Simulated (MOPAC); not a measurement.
MOPAC input (MNDO):

```
MNDO 1SCF GEO-OK AUX(PRECISION=9) THREADS=1
C2H6O

C     1.17178753 1   -0.40786818 1    0.00814112 1
C     0.00377973 1    0.55379578 1   -0.00922938 1
O    -1.19926796 1   -0.21360277 1    0.00218953 1
H    -1.95146033 1    0.38657997 1   -0.00867812 1
H     0.04636729 1    1.21437980 1    0.86589957 1
H     0.04839412 1    1.18483951 1   -0.90579449 1
H     2.11638052 1    0.13933088 1    0.00009803 1
H     1.13951779 1   -1.03119502 1    0.90289190 1
H     1.14154074 1   -1.06067865 1   -0.86540354 1
```

Output:

```
 *******************************************************************************
 **                                                                           **
 **                              MOPAC v23.2.5                                **
 **                                                                           **
 *******************************************************************************
 ** MOPAC's Digital Object Identifier: https://doi.org/10.5281/zenodo.6511958 **
 **                                                                           **
 ** Please cite the open-source release paper for use of this MOPAC version:  **
 ** J. E. Moussa and J. J. P. Stewart (2026)                                  **
 ** MOPAC: An open-source semiempirical molecular orbital program             **
 ** J. Open Source Softw., 11(119), 8025, https://doi.org/10.21105/joss.08025 **
 *******************************************************************************

                              MNDO CALCULATION RESULTS

 *******************************************************************************
 *  MNDO       - The MNDO Hamiltonian to be used
 *  GEO-OK     - OVERRIDE INTERATOMIC DISTANCE AND OTHER SAFETY CHECKS
 *  1SCF       - DO 1 SCF AND THEN STOP
 *  AUX        - OUTPUT AUXILIARY INFORMATION
 *******************************************************************************
MNDO 1SCF GEO-OK AUX(PRECISION=9) THREADS=1
 C2H6O

   ATOM   CHEMICAL          X               Y               Z
  NUMBER   SYMBOL      (ANGSTROMS)     (ANGSTROMS)     (ANGSTROMS)

     1       C          1.17178753  *  -0.40786818  *   0.00814112  *
     2       C          0.00377973  *   0.55379578  *  -0.00922938  *
     3       O         -1.19926796  *  -0.21360277  *   0.00218953  *
     4       H         -1.95146033  *   0.38657997  *  -0.00867812  *
     5       H          0.04636729  *   1.21437980  *   0.86589957  *
     6       H          0.04839412  *   1.18483951  *  -0.90579449  *
     7       H          2.11638052  *   0.13933088  *   0.00009803  *
     8       H          1.13951779  *  -1.03119502  *   0.90289190  *
     9       H          1.14154074  *  -1.06067865  *  -0.86540354  *

          CARTESIAN COORDINATES

    NO.       ATOM           X           Y           Z

     1         C          1.1718     -0.4079      0.0081
     2         C          0.0038      0.5538     -0.0092
     3         O         -1.1993     -0.2136      0.0022
     4         H         -1.9515      0.3866     -0.0087
     5         H          0.0464      1.2144      0.8659
     6         H          0.0484      1.1848     -0.9058
     7         H          2.1164      0.1393      0.0001
     8         H          1.1395     -1.0312      0.9029
     9         H          1.1415     -1.0607     -0.8654

  H: (MNDO): M.J.S. DEWAR, W. THIEL, J. AM. CHEM. SOC., 99, 4899, (1977)
  C: (MNDO): M.J.S. DEWAR, W. THIEL, J. AM. CHEM. SOC., 99, 4899, (1977)
  O: (MNDO): M.J.S. DEWAR, W. THIEL, J. AM. CHEM. SOC., 99, 4899, (1977)

           Empirical Formula: C2 H6 O  =     9 atoms

      MOLECULAR POINT GROUP   :   Cs

      RHF CALCULATION, NO. OF DOUBLY OCCUPIED LEVELS = 10

 -------------------------------------------------------------------------------
 MNDO 1SCF GEO-OK AUX(PRECISION=9) THREADS=1
 C2H6O

     1SCF WAS SPECIFIED, SO BFGS WAS NOT USED
     SCF FIELD WAS ACHIEVED

                              MNDO CALCULATION
                                                       MOPAC v23.2.5 Linux

          FINAL HEAT OF FORMATION =        -60.63598 KCAL/MOL =    -253.70094 KJ/MOL

          COSMO AREA              =         86.84 SQUARE ANGSTROMS
          COSMO VOLUME            =         68.37 CUBIC ANGSTROMS

          IONIZATION POTENTIAL    =         11.396820 EV
          HOMO LUMO ENERGIES (EV) =        -11.397  3.635
          NO. OF FILLED LEVELS    =         10
          MOLECULAR WEIGHT        =         46.0688         POINT GROUP:  Cs

          MOLECULAR DIMENSIONS (Angstroms)

            Atom       Atom       Distance
            H     7    H     4     4.07536
            H     9    H     5     2.80465
            H     8    H     6     2.74613

          SCF CALCULATIONS        =          1

   ATOM   CHEMICAL          X               Y               Z
  NUMBER   SYMBOL      (ANGSTROMS)     (ANGSTROMS)     (ANGSTROMS)

     1       C          1.17178753  *  -0.40786818  *   0.00814112  *
     2       C          0.00377973  *   0.55379578  *  -0.00922938  *
     3       O         -1.19926796  *  -0.21360277  *   0.00218953  *
     4       H         -1.95146033  *   0.38657997  *  -0.00867812  *
     5       H          0.04636729  *   1.21437980  *   0.86589957  *
     6       H          0.04839412  *   1.18483951  *  -0.90579449  *
     7       H          2.11638052  *   0.13933088  *   0.00009803  *
     8       H          1.13951779  *  -1.03119502  *   0.90289190  *
     9       H          1.14154074  *  -1.06067865  *  -0.86540354  *

                             CARTESIAN COORDINATES

   1    C        1.171787530    -0.407868180     0.008141120
   2    C        0.003779730     0.553795780    -0.009229380
   3    O       -1.199267960    -0.213602770     0.002189530
   4    H       -1.951460330     0.386579970    -0.008678120
   5    H        0.046367290     1.214379800     0.865899570
   6    H        0.048394120     1.184839510    -0.905794490
   7    H        2.116380520     0.139330880     0.000098030
   8    H        1.139517790    -1.031195020     0.902891900
   9    H        1.141540740    -1.060678650    -0.865403540

           Empirical Formula: C2 H6 O  =     9 atoms

      MOLECULAR POINT GROUP   :   Cs

                  EIGENVALUES
 -41.86812 -33.31376 -24.10382 -18.53792 -16.10377 -14.74995 -13.83971 -13.40645
 -12.70910 -11.39682   3.63539   3.77072   4.10707   4.64197   4.80738   5.04976
   5.86230   6.50311

              NET ATOMIC CHARGES AND DIPOLE CONTRIBUTIONS

  ATOM NO.   TYPE          CHARGE      No. of ELECS.   s-Pop       p-Pop
    1          C           0.025548        3.9745     1.20982     2.76464
    2          C           0.140431        3.8596     1.21463     2.64494
    3          O          -0.324781        6.3248     1.83421     4.49057
    4          H           0.172812        0.8272     0.82719
    5          H          -0.012238        1.0122     1.01224
    6          H          -0.012238        1.0122     1.01224
    7          H          -0.004395        1.0044     1.00440
    8          H           0.007430        0.9926     0.99257
    9          H           0.007430        0.9926     0.99257
 DIPOLE           X         Y         Z       TOTAL
 POINT-CHG.     0.429     0.759    -0.012     0.872
 HYBRID        -0.241     0.741    -0.013     0.779
 SUM            0.188     1.500    -0.025     1.512

          ATOMIC ORBITAL ELECTRON POPULATIONS

     Atom    s        px        py        pz
    1  C   1.20982   0.90555   0.92250   0.93659
    2  C   1.21463   0.84865   0.89163   0.90466
    3  O   1.83421   1.11899   1.39942   1.97216
    4  H   0.82719
    5  H   1.01224
    6  H   1.01224
    7  H   1.00440
    8  H   0.99257
    9  H   0.99257

 **********************
 *                    *
 * JOB ENDED NORMALLY *
 *                    *
 **********************

 == MOPAC DONE ==
```
